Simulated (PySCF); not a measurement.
## Working out the electron affinity of Al

Al⁻ [Ne] 3s2 3p2 (3P) → Al [Ne] 3s2 3p1 (2P). Calculation: PySCF 2.14, in aug-cc-pV(D+d)Z; the non-relativistic Hamiltonian (point nucleus). Frozen: [Ne]. Energies in hartree (1 hartree = 27.21139 eV):

| part | Al⁻ (lower) | Al (upper) |
| --- | --- | --- |
| UHF | -241.874977 | -241.874285 |
| MP2 opposite-spin | -0.033475 | -0.029122 |
| MP2 same-spin | -0.008683 | -0.002235 |

Problem. What does Hartree-Fock give?

Solution. (-241.874285) − (-241.874977) = 0.000692 hartree = 0.019 eV.

Problem. What do MP2 and SCS-MP2 (6/5 opposite-spin, 1/3 same-spin) give?

Solution. The opposite-spin parts differ by 0.118 eV and the same-spin parts by 0.175 eV. MP2: 0.019 + (0.118) + (0.175) = 0.312 eV. SCS-MP2: 0.019 + 1.2 × (0.118) + (0.175)/3 = 0.219 eV.

A first-order spin-orbit estimate adds -0.003 eV to MP2 (valence), giving 0.309 eV against 0.433 eV (measured; photodetachment measurements, as compiled on the Wikipedia data page of electron affinities).

What remains against the reference includes basis incompleteness, the frozen core and correlation beyond second order.
